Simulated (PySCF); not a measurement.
PySCF input:

```python
from pyscf import gto, scf, dft

mol = gto.M(
    atom='''
    Si   -0.00000000   -0.00000000   -0.55023073
    O     0.00000000    0.00000000    0.96290378
    ''',
    basis='def2-tzvpd',
    charge=0,
    spin=0,
    verbose=4,
)

mf = dft.RKS(mol, xc='m06l').density_fit(auxbasis='def2-universal-jkfit')
mf.grids.level = 4
mf.conv_tol = 1e-9
mf.max_cycle = 100
mf.max_memory = 1500
mf.kernel()
if not mf.converged:
    mf = mf.newton()
    mf.kernel(mf.make_rdm1())
mf.analyze()
```

Question: Which total energy does the run end on?

Answer: -364.74186 Eh (M06-L/def2-TZVPD).
